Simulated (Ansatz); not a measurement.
**H$_{3}$Si–SiH$_{2}$, doublet: reading a ladder of total energies**

Geometry: a PBE0/def2-TZVP stationary point for this spin, not checked as a minimum.

```xyz
7

Si   -0.0305    0.0000    1.1383
Si    0.0696    0.0000   -1.1851
H     0.6628   -1.2107    1.6524
H     0.6628    1.2107    1.6524
H    -1.4280    0.0000    1.6551
H    -0.4929   -1.2186   -1.8288
H    -0.4929    1.2186   -1.8288
```

Basis cc-pVDZ; Ansatz 0.2.0. Only valence electrons are correlated (noble-gas cores frozen), which leaves 13 electrons in 51 orbitals. Prefix R: restricted or restricted open-shell reference; prefix U: unrestricted.

Full CI isn't at hand for all of this; UCCSDT(Q) serves as the reference, and is uncertain by about the last step of the cluster series.

Runs differ by some tens of microhartree through their thresholds and, for an open shell, their frozen cores, so steps under 0.03 kcal/mol mean nothing.

```csv
level,total energy (hartree)
UHF,-580.725090
UMP2,-580.917533
UCCSD,-580.965255
UCCSD(T),-580.970960
UCCSDT,-580.972186
UCCSDT(Q),-580.972406
```

Q: What is the correlation energy at UCCSDT(Q), and what share of it do UMP2 and UCCSDT recover?

A: E(corr) = -580.972406 − (-580.725090) = -0.247316 hartree = -6.730 eV. UMP2: -0.192443 / -0.247316 = 77.81 %. UCCSDT: -0.247096 / -0.247316 = 99.91 %.

Q: By how many kcal/mol does UCCSD(T) miss UCCSDT(Q) (1 hartree = 627.509 kcal/mol), and which steps make up the rest?

A: -580.970960 − (-580.972406) = 0.001446 hartree = 0.91 kcal/mol. Steps: UCCSDT − UCCSD(T) = -0.77, UCCSDT(Q) − UCCSDT = -0.14 kcal/mol. Differences between like states or geometries often cancel part of this.
